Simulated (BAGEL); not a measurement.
# C2H4Si (SMILES C1=C[SiH2]1), step by step, part 2 of 2

BAGEL 1.2.2. Earlier steps stand in the parts before.

## 3. The excited states at CIS/cc-pVDZ (density fitting with cc-pvdz-jkfit) (run 2)

Contents of input.json:

```json
{ "bagel": [

{
  "title": "molecule",
  "basis": "cc-pvdz.json",
  "df_basis": "cc-pvdz-jkfit",
  "angstrom": false,
  "geometry": [
    { "atom": "C", "xyz": [ -1.52298320, -0.93034241, -0.45395190 ] },
    { "atom": "C", "xyz": [  0.56271131, -0.55167153, -1.80415933 ] },
    { "atom": "Si", "xyz": [  0.79288373,  0.90124062,  1.29766548 ] },
    { "atom": "H", "xyz": [ -3.30116446, -1.88788553, -0.77495401 ] },
    { "atom": "H", "xyz": [  1.18779114, -1.07328507, -3.68001675 ] },
    { "atom": "H", "xyz": [  0.53570901,  3.66494618,  1.67401956 ] },
    { "atom": "H", "xyz": [  2.33027798, -0.21325748,  3.35754822 ] }
  ]
},
{ "title": "hf" },
{ "title": "cis", "nstate": 4 }

]}
```

The basis set cc-pVDZ is read from a file made from the Basis Set Exchange's data (not shown).

Started as:

```
$ BAGEL_NUM_THREADS=1 BAGEL input.json > input.out
```

The program printed:

```text
* using 1 threads per process

  ===============================================================
  ===============================================================

  *** Geometry ***

  { "atom" : "C", "xyz" : [     -1.522983,     -0.930342,     -0.453952 ] },
  { "atom" : "C", "xyz" : [      0.562711,     -0.551672,     -1.804159 ] },
  { "atom" : "Si", "xyz" : [      0.792884,      0.901241,      1.297665 ] },
  { "atom" : "H", "xyz" : [     -3.301164,     -1.887886,     -0.774954 ] },
  { "atom" : "H", "xyz" : [      1.187791,     -1.073285,     -3.680017 ] },
  { "atom" : "H", "xyz" : [      0.535709,      3.664946,      1.674020 ] },
  { "atom" : "H", "xyz" : [      2.330278,     -0.213257,      3.357548 ] },

  Number of auxiliary basis functions:      344

  Since a DF basis is specified, we compute 2- and 3-index integrals:
    o Being stored without compression. Storage requirement is 0.012 GB

  Number of basis functions:       66
  Number of electrons      :       30

    * METHOD: MOLECULE                             0.10

  *** RHF ***

  === Nuclear Repulsion ===
    92.5344474381

      * DIIS with orbital gradients will be used.

  === RHF iteration (cc-pvdz.json) ===
      0       -366.81159954          0.01579230           0.03
      1       -366.89609848          0.00767518           0.02
      2       -366.91289708          0.00148758           0.02
      3       -366.91392024          0.00021930           0.02
      4       -366.91393654          0.00006424           0.02
      5       -366.91393841          0.00000884           0.02
      6       -366.91393849          0.00000266           0.03
      7       -366.91393850          0.00000048           0.03
      8       -366.91393850          0.00000012           0.03
      9       -366.91393850          0.00000005           0.02
     10       -366.91393850          0.00000002           0.02
     11       -366.91393850          0.00000000           0.02
    * SCF iteration converged.

    * Permanent dipole moment:
           (    0.044856,     0.055776,     0.084742) a.u.

    * METHOD: HF                                   0.37

  === CIS iteration ===

        0     0     0.24159657     0.00342339      0.02
        0     1     0.29293345     0.00252163      0.00
        0     2     0.32072358     0.00391844      0.00
        0     3     0.34852144     0.00725279      0.00

        1     0     0.23001128     0.00073756      0.02
        1     1     0.28338719     0.00061233      0.00
        1     2     0.29518623     0.00232660      0.00
        1     3     0.30149012     0.00126880      0.00

        2     0     0.22963516     0.00012790      0.02
        2     1     0.28171500     0.00115739      0.00
        2     2     0.28202151     0.00073005      0.00
        2     3     0.29931848     0.00037129      0.00

        3     0     0.22962021     0.00003908      0.02
        3     1     0.27905951     0.00067035      0.00
        3     2     0.28038322     0.00105692      0.00
        3     3     0.29910910     0.00015239      0.00

        4     0     0.22961877     0.00001868      0.02
        4     1     0.27700700     0.00115332      0.00
        4     2     0.27859388     0.00032332      0.00
        4     3     0.29263540     0.00180868      0.00

        5     0     0.22961864     0.00000652      0.02
        5     1     0.27610839     0.00047617      0.00
        5     2     0.27855173     0.00009738      0.00
        5     3     0.29066817     0.00065961      0.00

        6     0     0.22961862     0.00000156      0.02
        6     1     0.27599454     0.00019662      0.00
        6     2     0.27854592     0.00005318      0.00
        6     3     0.29044070     0.00029011      0.00

        7     0     0.22961862     0.00000037      0.02
        7     1     0.27597907     0.00004021      0.00
        7     2     0.27854470     0.00001471      0.00
        7     3     0.29040492     0.00006282      0.00

        8 *   0     0.22961862     0.00000037      0.01
        8     1     0.27597860     0.00000475      0.00
        8     2     0.27854460     0.00000468      0.00
        8     3     0.29040371     0.00000783      0.00

        9 *   0     0.22961862     0.00000037      0.01
        9     1     0.27597859     0.00000104      0.00
        9     2     0.27854458     0.00000172      0.00
        9     3     0.29040368     0.00000202      0.00

       10 *   0     0.22961862     0.00000037      0.01
       10     1     0.27597859     0.00000047      0.00
       10     2     0.27854458     0.00000045      0.00
       10     3     0.29040368     0.00000101      0.00

       11 *   0     0.22961862     0.00000037      0.01
       11 *   1     0.27597859     0.00000011      0.00
       11 *   2     0.27854458     0.00000045      0.00
       11     3     0.29040368     0.00000026      0.00

    * CIS converged

    * Permanent dipole moment: Transition 0 -> 0
           (    0.073410,    -0.160657,     0.068103) a.u.

    * Permanent dipole moment: Transition 0 -> 1
           (   -0.002990,     0.000064,     0.002242) a.u.

    * Permanent dipole moment: Transition 0 -> 2
           (    0.457782,     0.082989,    -0.297066) a.u.

    * Permanent dipole moment: Transition 0 -> 3
           (    0.001262,     0.001033,     0.000241) a.u.

    * METHOD: CIS                                  0.24

  ===============================================================
```

Wall time 1.2 s (1 thread of AMD EPYC 7R43 (Zen 3), shared host); peak memory 0.15 GiB.

The roots found:

```tsv
excited state	energy (eV)	strength
1	6.248	0.0110
2	7.510	0.0000
3	7.580	0.1132
4	7.902	0.0000
```

## 4. Outcome

What follows sums up all 2 parts.

| quantity | value |
| --- | --- |
| run 1, HF/cc-pVDZ: total energy at the end | -366.91394 Eh |
| run 1, HF/cc-pVDZ: lowest harmonic wavenumber | 613 cm⁻¹ |
| run 1, HF/cc-pVDZ: highest harmonic wavenumber | 3370 cm⁻¹ |
| run 1, HF/cc-pVDZ: zero-point energy | 129.9 kJ/mol |
| run 2, CIS/cc-pVDZ: ground-state or mean-field energy | -366.91394 Eh |
| run 2, CIS/cc-pVDZ: lowest excitation energy | 6.25 eV |

**Reading.** All 15 modes (run 1, HF/cc-pVDZ) are real, so the shape is a minimum at this level. The brightest of the 4 transitions from the ground state lies at 7.58 eV (164 nm, f = 0.113); the lowest, at 6.25 eV, has f = 0.011. The basis has no diffuse functions, so Rydberg states are missing or pushed up, and the true lowest state may lie lower.
